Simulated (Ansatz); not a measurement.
Predict the output of the script below (Ansatz 0.2.0, Python API).

Script `run_bend.py`:
```python
import ansatz as az
from ase import Atoms

BASIS = "6-31G*"
FUNCTIONAL = "B3LYP"
FORCE_TOL = 0.02

atoms = Atoms(["N", "H", "H"], positions=[
    (0.30718, -0.18221, 0.15144),
    (0.15558, 0.82026, 0.17479),
    (-0.46276, -0.63804, -0.32622),
])

first = (
    az.Crystal.molecule_from_ase(atoms).calculation()
    .basis(gaussian=BASIS)
    .functional(FUNCTIONAL)
    .spin("collinear", total=1)
    .relax(force_tolerance=FORCE_TOL, max_steps=80)
)
atoms.positions = first.run().report["positions_ang"]

rows = []
for angle in [85, 95, 105, 115, 125, 140, 160]:
    bent = atoms.copy()
    bent.set_angle(2, 0, 1, angle, indices=[1])
    model = (
        az.Crystal.molecule_from_ase(bent).calculation()
        .basis(gaussian=BASIS)
        .functional(FUNCTIONAL)
        .spin("collinear", total=1)
    )
    rows.append((angle, model.run().report["free_energy_ev"]))
floor = min(e for _, e in rows)
for angle, e in rows:
    print(f"angle H2-N0-H1 = {angle:3d} deg   {1000 * (e - floor):9.1f} meV")
```

Running `python run_bend.py` prints:
```text
angle H2-N0-H1 =  85 deg       226.8 meV
angle H2-N0-H1 =  95 deg        32.5 meV
angle H2-N0-H1 = 105 deg         0.0 meV
angle H2-N0-H1 = 115 deg       106.5 meV
angle H2-N0-H1 = 125 deg       324.2 meV
angle H2-N0-H1 = 140 deg       781.1 meV
angle H2-N0-H1 = 160 deg      1391.0 meV
```

Notes:
- The scan is rigid, and the energies are electronic, in a modest basis. The zero is the lowest point of the grid, which needn't be the minimum.
- The species is open-shell (spin multiplicity 2).
- b3lyp holds the VWN-RPA fit, as in Gaussian; the form of ORCA and Turbomole is b3lyp5.
- It ran for 3.7 s on 1 thread of Arm Neoverse V1, with other jobs on the host, peak memory 0.16 GiB.

(Lines on the test bed's own set-up are left out of the output.)
